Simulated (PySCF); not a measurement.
# C₃H₅OS₂−: first hyperpolarisability

What do calculations give for the first hyperpolarisability of C₃H₅OS₂− (`CSCC(=O)[S-]`)?

Computed with PySCF 2.14.0 and routines of our own; the level stands in each step. Atoms count from 0.

## Step 1: The system as given

11 atoms, charge -1, multiplicity 1; geometry from: GFN2-xTB.

## Step 2: Relaxing the molecule at PBE0-D3(BJ)/def2-SVP

Job settings and geometry (Å):

```
{"job": {"xc": "PBE0", "basis": "def2-SVP", "d3": "d3bj", "grid": 1, "kind": "geom"}, "charge": -1, "multiplicity": 1}
C      1.650824    -0.025954     0.232471
S      0.679207     1.385018    -0.366464
C     -0.981617     0.731598    -0.009731
C     -1.211442    -0.705477    -0.502956
O     -0.934228    -1.030700    -1.648615
S     -1.891179    -1.675509     0.699337
H      2.700239     0.211910     0.085935
H      1.373443    -0.903969    -0.343439
H      1.437080    -0.183711     1.286982
H     -1.148143     0.793598     1.067103
H     -1.668758     1.405867    -0.526587
```

Started as:

```bash
OMP_NUM_THREADS=1 python excited_run.py task.json out
```

One launch serves the whole session: the jobs run in the order shown.

Standard output:

```text
step   0  E = -988.10091484  max force = 0.015360
step   1  E = -988.10340786  max force = 0.003528
step   2  E = -988.10332947  max force = 0.005550
step   3  E = -988.10364116  max force = 0.002081
step   4  E = -988.10369568  max force = 0.002305
step   5  E = -988.10379295  max force = 0.000903
step   6  E = -988.10395017  max force = 0.001280
step   7  E = -988.10417850  max force = 0.002659
step   8  E = -988.10449756  max force = 0.005836
step   9  E = -988.10491455  max force = 0.009277
step  10  E = -988.10540330  max force = 0.007341
step  11  E = -988.10604503  max force = 0.003397
step  12  E = -988.10612247  max force = 0.002410
step  13  E = -988.10613675  max force = 0.000849
step  14  E = -988.10614656  max force = 0.000216
optimisation converged
```

Run time: 52 s. Hardware: 1 thread of Arm Neoverse V2, shared host; peak memory 0.53 GiB.

The steps of the relaxation: (the energy doesn't fall at every step)

| step | energy from step 0 (eV) | largest force component (eV/Å) |
| --- | --- | --- |
| 0 | 0.0000 | 0.7898 |
| 1 | -0.0678 | 0.1814 |
| 2 | -0.0657 | 0.2854 |
| 3 | -0.0742 | 0.1070 |
| 4 | -0.0757 | 0.1185 |
| 5 | -0.0783 | 0.0464 |
| 6 | -0.0826 | 0.0658 |
| 7 | -0.0888 | 0.1367 |
| 8 | -0.0975 | 0.3001 |
| 9 | -0.1088 | 0.4770 |
| 10 | -0.1221 | 0.3775 |
| 11 | -0.1396 | 0.1747 |
| 12 | -0.1417 | 0.1239 |
| 13 | -0.1421 | 0.0437 |
| 14 | -0.1424 | 0.0111 |

Distances of close pairs at the start and the end, largest changes first:

| bond | before (Å) | after (Å) | change (Å) |
| --- | --- | --- | --- |
| C3–S5 | 1.688 | 1.716 | +0.028 |
| C0–H8 | 1.087 | 1.103 | +0.016 |
| C2–C3 | 1.537 | 1.552 | +0.015 |
| C0–H6 | 1.086 | 1.101 | +0.015 |
| C0–H7 | 1.086 | 1.099 | +0.013 |
| C2–H9 | 1.091 | 1.103 | +0.012 |
| C0–S1 | 1.815 | 1.806 | -0.008 |
| C2–H10 | 1.093 | 1.099 | +0.006 |

The next job starts from the end point, and lists it.

| at the end point | value |
| --- | --- |
| point group (found at 0.08 Å tolerance) | C1 |
| rotational constants (GHz, main isotopes) | 5.658, 1.192, 1.065 |

## Step 3: First hyperpolarisability: quadratic response PBE0/def2-SVPD

Job settings and geometry (Å):

```
{"job": {"kind": "beta", "xc": "PBE0", "basis": "def2-SVPD", "wavelengths": [1907, 1340]}, "charge": -1, "multiplicity": 1}
C      1.913202    -0.009149     0.145125
S      0.782389     1.321458    -0.317152
C     -0.743103     0.736114     0.483571
C     -1.336300    -0.613623    -0.000464
O     -0.661813    -1.335149    -0.729745
S     -2.900423    -0.901888     0.643405
H      2.871593     0.172835    -0.364335
H      1.473384    -0.958152    -0.192671
H      2.088190    -0.032785     1.233880
H     -0.590979     0.675093     1.574406
H     -1.490892     1.525127     0.321092
```

With the program's defaults for keys left out, this is: quadratic response PBE0/def2-SVPD first hyperpolarisability, Taylor convention, gas phase.

Standard output:

```text
coarse grid: 10696 points
cycle   1  E = -987.8922564812  dE =  5.384e-01  |g| = 7.662e-01  |ddm| = 4.475e+00
cycle   2  E = -987.5182334221  dE =  3.740e-01  |g| = 1.578e+00  |ddm| = 2.602e+00
cycle   3  E = -988.0167169543  dE = -4.985e-01  |g| = 2.261e-01  |ddm| = 1.848e+00
cycle   4  E = -988.0303101748  dE = -1.359e-02  |g| = 7.807e-02  |ddm| = 4.519e-01
cycle   5  E = -988.0317275545  dE = -1.417e-03  |g| = 3.560e-02  |ddm| = 1.577e-01
cycle   6  E = -988.0320819244  dE = -3.544e-04  |g| = 6.303e-03  |ddm| = 6.621e-02
cycle   7  E = -988.0320926317  dE = -1.071e-05  |g| = 1.957e-03  |ddm| = 1.339e-02
cycle   8  E = -988.0320936596  dE = -1.028e-06  |g| = 4.157e-04  |ddm| = 3.560e-03
final grid: 95184 points
cycle   9  E = -988.1370618972  dE = -1.240e-05  |g| = 1.091e-02  |ddm| = 8.468e-02
cycle  10  E = -988.1370136919  dE =  4.821e-05  |g| = 1.868e-02  |ddm| = 3.099e-02
cycle  11  E = -988.1370868785  dE = -7.319e-05  |g| = 2.276e-03  |ddm| = 2.080e-02
cycle  12  E = -988.1370880492  dE = -1.171e-06  |g| = 4.368e-04  |ddm| = 3.028e-03
cycle  13  E = -988.1370881007  dE = -5.157e-08  |g| = 1.357e-04  |ddm| = 9.065e-04
cycle  14  E = -988.1370881053  dE = -4.526e-09  |g| = 4.685e-05  |ddm| = 2.440e-04
cycle  15  E = -988.1370881059  dE = -6.135e-10  |g| = 8.879e-06  |ddm| = 7.979e-05
converged SCF energy = -988.1370881059

Lowest singlets (eV, f): 3.8536 0.0020  4.3217 0.0227  4.4060 0.0091

First hyperpolarisability (au)
process     nm      |vector|   parallel      HRS      DR
static         -      487.76    -218.08     232.58   3.463
shg       1907.0      547.69     -252.7     260.58   3.487
eope      1907.0      506.29    -228.74          -       -
shg       1340.0      625.43    -298.06     296.44   3.522
eope      1340.0      526.74    -240.55          -       -
```

Run time: 18 s. Hardware: 1 thread of Arm Neoverse V2, shared host; peak memory 0.61 GiB.

## Step 4: What came out

```
                                            quantity                                                value
                                         point group                                                   C1
                rotational constants (main isotopes)                                 5.66, 1.19, 1.06 GHz
β vector (step 3, quadratic response PBE0/def2-SVPD)  static 488, SHG 1907.0 nm 548, SHG 1340.0 nm 625 au
```

**Reading.** Over 14 steps the energy fell by 0.142 eV; of the close pairs, C3–S5 changed most, 1.688 to 1.716 Å. No frequency check was run at this level, so the end point may be a saddle. The anion's LUMO lies above zero, so it is an unbound level set by the basis, and the orbital gap is no excitation or fundamental gap. For an anion in the gas phase, states above the energy of detachment are held by the basis alone, so excitations and responses hang on it. β grows from 488 au (static) to 625 au for doubling at 1340.0 nm: normal dispersion, which grows as twice the photon energy moves toward the bright states.
